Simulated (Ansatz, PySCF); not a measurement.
Molecule: acetamide, C2H5NO, charge 0, multiplicity 1. SMILES: CC(N)=O
Geometry from a B3LYP-D3(BJ)/def2-TZVP (Ansatz, an electronic-structure program) optimisation:
```
C
O 1 1.2153
N 1 1.3630 2 122.17
H 3 1.0030 1 122.47 2 -179.98
H 3 1.0062 4 119.16 1 -179.92
C 1 1.5156 2 122.10 3 -179.97
H 6 1.0899 1 108.49 2 -57.78
H 6 1.0899 7 109.20 1 124.50
H 6 1.0900 7 107.54 8 118.34
```


Property: enthalpy of formation at 298 K (from the atomisation energy, B3LYP-D3(BJ)/def2-TZVP harmonic zero-point and thermal terms from PySCF, and the atoms' enthalpies of formation in the G2/97 table; no spin-orbit terms, and no core term in the frozen-core levels), in eV. Valence correlation only, unless marked. UHF or UKS for open shells. No spin-orbit coupling. Non-relativistic. The coupled-cluster limit lacks core correlation, which all-electron functionals hold. CBS marks a two-point X^-3 extrapolation of the correlation energy; Hartree-Fock from the larger set. The bracket is a focal-point correction in the basis named.

```
level                                                                 program  enthalpy of formation at 298 K (eV)  minus last row
-------------------------------------------------------------  --------------  -----------------------------------  --------------
HF/cc-pVDZ                                                             Ansatz                                 9.54           11.94
HF/aug-cc-pVTZ                                                         Ansatz                                 8.90           11.30
BLYP-D3(BJ)/def2-TZVPD                                         Ansatz + dftd3                                -2.78           -0.38
BLYP-D4/def2-TZVPD                                             Ansatz + dftd4                                -2.78           -0.38
revPBE-D3(BJ)/def2-TZVPD                                       Ansatz + dftd3                                -2.54           -0.14
B3LYP/def2-TZVPD                                                       Ansatz                                -2.36            0.04
TPSSh-D3(BJ)/def2-TZVPD                                         PySCF + dftd3                                -2.41           -0.01
HSE06-D4/def2-TZVPD                                            Ansatz + dftd4                                -2.69           -0.29
LC-wPBE/def2-TZVPD                                                     Ansatz                                -2.49           -0.09
wB97X-V/def2-TZVPD                                                     Ansatz                                -2.54           -0.14
B2GP-PLYP-D4/def2-TZVPD                                        Ansatz + dftd4                                -1.95            0.45
RPA@PBE/cc-pVTZ                                                        Ansatz                                 0.16            2.56
MP2/STO-3G                                                             Ansatz                                 2.34            4.74
MP2/6-31G*                                                             Ansatz                                 0.53            2.93
MP2/aug-cc-pVTZ                                                        Ansatz                                -2.30            0.10
SCS-MP2/aug-cc-pVDZ                                                    Ansatz                                -0.23            2.17
CCSD/6-31G                                                             Ansatz                                 4.16            6.56
CCSD(T)/cc-pVDZ                                                        Ansatz                                 0.79            3.19
CCSD(T)/aug-cc-pVTZ                                                    Ansatz                                -1.53            0.87
CCSD(T)/cc-pwCVTZ                                                      Ansatz                                -1.32            1.08
RI-MP2/CBS(aug-cc-pVTZ,aug-cc-pVQZ)+[CCSD(T)-MP2]/aug-cc-pVTZ          Ansatz                                -2.40            0.00
```
